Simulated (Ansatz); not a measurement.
Geometry optimisation, RHF/def2-SVP in Ansatz 0.2.0.

input.yaml

```yaml
crystal:
  periodic: [false, false, false]
  atoms:
    - { symbol: B, position_ang: [0.223978, 0.459819, 0.000503] }
    - { symbol: H, position_ang: [-0.251406, 0.465579, 1.096598] }
    - { symbol: H, position_ang: [1.40795, 0.55523, -0.135473] }
    - { symbol: H, position_ang: [-0.505, 0.460404, -0.950987] }
    - { symbol: O, position_ang: [-0.070449, -2.04345, 0.658195] }
    - { symbol: Al, position_ang: [-0.862056, -3.34688, -0.095827] }
    - { symbol: H, position_ang: [0.012359, -4.251798, -1.032686] }
    - { symbol: H, position_ang: [-2.396225, -3.579883, 0.171673] }
    - { symbol: H, position_ang: [-0.39785, -1.389622, 1.290705] }
basis:
  gaussian: { orbitals: def2-SVP }
hamiltonian:
  xc: hf
relax:
  f_tol: 0.03
  max_steps: 50
output:
  orbitals: {}
```

Run as:

```bash
$ ansatz run input.yaml --threads 1 --pin off --max-ram 2048MiB --backend cpu --events-out ev --progress --plain --runs-dir out
```

**Question.** Where does it end, and by what steps?

**Answer.** It converged. After 19 steps the energy has fallen by 1.040 eV; H4 moved furthest, 1.30 Å. Joined: B1–O5 (2.60 → 1.55 Å), B1–Al6 (3.96 → 2.35 Å), H4–Al6 (3.92 → 1.77 Å).

```json
{"step": "0", "energy less start (eV)": "0.0000", "largest force component (eV/Å)": "1.211", "accepted": "yes"}
{"step": "1", "energy less start (eV)": "-0.0529", "largest force component (eV/Å)": "0.853", "accepted": "yes"}
{"step": "2", "energy less start (eV)": "-0.0778", "largest force component (eV/Å)": "0.940", "accepted": "yes"}
{"step": "3", "energy less start (eV)": "-0.0947", "largest force component (eV/Å)": "0.898", "accepted": "yes"}
{"step": "4", "energy less start (eV)": "-0.1505", "largest force component (eV/Å)": "0.749", "accepted": "yes"}
{"step": "5", "energy less start (eV)": "-0.2394", "largest force component (eV/Å)": "0.925", "accepted": "yes"}
{"step": "6", "energy less start (eV)": "-0.2929", "largest force component (eV/Å)": "1.297", "accepted": "yes"}
{"step": "7", "energy less start (eV)": "-0.3983", "largest force component (eV/Å)": "0.449", "accepted": "yes"}
{"step": "8", "energy less start (eV)": "-0.4862", "largest force component (eV/Å)": "0.463", "accepted": "yes"}
{"step": "9", "energy less start (eV)": "-0.6388", "largest force component (eV/Å)": "0.476", "accepted": "yes"}
{"step": "10", "energy less start (eV)": "-0.8694", "largest force component (eV/Å)": "0.592", "accepted": "yes"}
{"step": "11", "energy less start (eV)": "-0.9470", "largest force component (eV/Å)": "1.100", "accepted": "yes"}
{"step": "12", "energy less start (eV)": "-0.9996", "largest force component (eV/Å)": "0.730", "accepted": "yes"}
{"step": "13", "energy less start (eV)": "-1.0272", "largest force component (eV/Å)": "0.158", "accepted": "yes"}
{"step": "14", "energy less start (eV)": "-1.0326", "largest force component (eV/Å)": "0.090", "accepted": "yes"}
{"step": "15", "energy less start (eV)": "-1.0362", "largest force component (eV/Å)": "0.066", "accepted": "yes"}
{"step": "16", "energy less start (eV)": "-1.0382", "largest force component (eV/Å)": "0.055", "accepted": "yes"}
{"step": "17", "energy less start (eV)": "-1.0378", "largest force component (eV/Å)": "0.483", "accepted": "no"}
{"step": "18", "energy less start (eV)": "-1.0393", "largest force component (eV/Å)": "0.043", "accepted": "yes"}
{"step": "19", "energy less start (eV)": "-1.0397", "largest force component (eV/Å)": "0.018", "accepted": "yes"}
```

```xyz
9
Properties=species:S:1:pos:R:3
B 0.063 -0.360 0.160
H -0.691 0.446 0.645
H 1.147 0.008 -0.204
H -0.544 -0.841 -0.912
O 0.139 -1.656 1.013
Al -0.743 -2.507 -0.357
H 0.167 -3.437 -1.232
H -2.260 -2.762 -0.026
H -0.117 -1.563 1.917
```

Whether the end is a true minimum wasn't checked by a vibrational analysis.

Time of the run: 23 s on 1 thread of Arm Neoverse V1, with other jobs on the host, peak memory 0.14 GiB.
